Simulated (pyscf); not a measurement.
**Four-centre exchange: H₂N–Si•(NH₂)–NH₂ (SMILES N[Si](N)N) + H₂ (SMILES [H][H]) → NH₃ (SMILES N) + H₂N–SiH•–NH₂ (SMILES N[SiH]N)**

Gas phase, doublet surface, charge 0. Bonds broken: N1–Si2, H6–H7. Bonds formed: N1–H7, Si2–H6. PySCF, gas phase, ωB97X-D3(BJ)/def2-SVP geometries.

Transition state (Å):

```xyz
12

N     -0.7063     0.1847    -0.9351
Si     0.0185    -0.7016     0.5828
N     -0.1152     0.3523     1.9491
H     -0.5251     1.1874    -0.9922
H     -0.5477    -0.2721    -1.8338
H     -1.9517    -0.7305     0.6841
H     -1.6812    -0.1804    -0.2759
H      0.7174     0.5919     2.4768
H     -0.9641     0.3853     2.5062
N     -0.1558    -2.4087     0.3567
H     -1.0122    -2.8887     0.6178
H      0.6645    -3.0037     0.4028
```

One imaginary mode, 1455i cm⁻¹; descent along it reached the two sides named.

```csv
bond,change,reactant side (Å),saddle,product side
N1–Si2,breaks,1.738,1.901,3.4
H6–H7,breaks,0.764,1.139,3.0
N1–H7,forms,2.529,1.232,1.021
Si2–H6,forms,3.8,1.973,1.513
```

Electronic energies relative to the separated reactants (kcal/mol):

| level | barrier | reaction energy | reverse barrier |
|---|---|---|---|
| ωB97X-D3(BJ)/def2-TZVP | 44.4 | +10.3 | 34.2 |
| PBE/def2-TZVP | 38.4 | +9.0 | 29.4 |
| r²SCAN/def2-TZVP | 41.3 | +10.7 | 30.6 |
| B3LYP-D3(BJ)/def2-TZVP | 44.2 | +9.9 | 34.3 |
| PBE0-D3(BJ)/def2-TZVP | 39.4 | +9.0 | 30.4 |
| M06-2X/def2-TZVP | 45.3 | +12.0 | 33.2 |
| ωB97M-D3(BJ)/def2-TZVP | 43.5 | +9.5 | 34.1 |
| HF/def2-TZVP | 56.9 | +5.1 | 51.7 |

With ωB97M-D3(BJ)/def2-TZVP energies and thermal terms (ideal gas, 1 atm, RRHO with modes under 100 cm⁻¹ raised to 100, one conformer, R ln 2 for rigid chiral ones), in kcal/mol:

```tsv
T (K)	ΔH‡	ΔG‡	ΔH	ΔG
298	44.6	53.9	+12.5	+9.8
600	43.4	63.8	+11.1	+7.6
900	43.1	74.2	+10.0	+6.0
1200	43.2	84.5	+9.2	+4.9
```

At the saddle there is also a short H–Si contact that neither side keeps. The same reactants have a lower exit, to H₂N–SiH(NH₂)–NH₂ + H• (barrier +11.6 kcal/mol at ωB97M-D3(BJ), against +43.5 kcal/mol here). This is the saddle that the search found; another between the same sides may lie lower.
